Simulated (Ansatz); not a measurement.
**AlBH+ (triplet): from Hartree-Fock to the top rungs, def2-TZVPP**

The task here is to estimate one member of a computed series from the others.

The runs use Ansatz 0.2.0, Gaussian basis; def2-TZVPP, core rule «outside noble gas», up to 6 orbitals frozen.

To be run: UHF; ROHF; CCSD(T) on UHF.

2 further runs of the same task are left out: 2 set aside as unsound or not needed.

### The geometry

The geometry is a PBE0/def2-TZVP stationary point (not a proven minimum) of the parent state, kept for this charge and spin.

3 atoms, charge 1, spin multiplicity 3.

Atoms are counted from 1 here; the program's logs count them from 0.

Bond lengths: B1–Al2 2.077 Å, Al2–H3 1.601 Å. Angles: B1–Al2–H3 125.0°.

The first run:

The input, in.yaml:

```yaml
crystal:
  periodic: [false, false, false]
  atoms:
    - {symbol: B, position_ang: [0.000000, -0.138799, 1.515922]}
    - {symbol: Al, position_ang: [0.000000, 0.096806, -0.547327]}
    - {symbol: H, position_ang: [0.000000, -1.102664, -1.608146]}
basis:
  gaussian: {orbitals: def2-TZVPP}
total_charge: 1
magnetization: {spin_polarized: true, initial_magnetization: 2}
hamiltonian: {xc: hf}
output: {orbitals: {seedname: orbitals}}
```

On the command line:

```sh
$ ansatz run in.yaml --threads 1 --pin off --events-out ev --progress --plain --max-ram 2816MiB --backend cpu
```

Steps of the session up to this table: UHF; ROHF; CCSD(T) on UHF.

One table of the session follows, with a row left open; its other results are not shown here.

```
  method  from UCCSD(T) (meV)
    ROHF              +3429.9
     UHF                    ?
    UMP2               +900.2
   UCCSD               +109.8
UCCSD(T)                    0
```

Q: Estimate the row for UHF from the others.

**Answer.** from UCCSD(T) (meV): +3279.9. In the column «from UCCSD(T) (meV)» it lies between UMP2 (+900.2) and ROHF (+3429.9).
